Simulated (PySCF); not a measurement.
Gas-phase reaction: 2 CH3OH + C3H8 ⇌ CO2 + 4 CH4

Energies from PySCF (xtb for GFN2), thermal terms from the rigid-rotor harmonic-oscillator model, ideal gas at 1 bar. Table values come from the NASA 1993 polynomials. † marks an energy on the PBE0/def2-TZVP geometry and frequencies; other levels use their own. All species are closed-shell singlets.

LDA/def2-TZVP† gives ΔH°(298 K) = -130.3 kJ.

### Question
What does GFN2-xTB give, and where does the table lie?

### Answer
GFN2-xTB: -163.0 kJ. Table: -185.3 kJ.
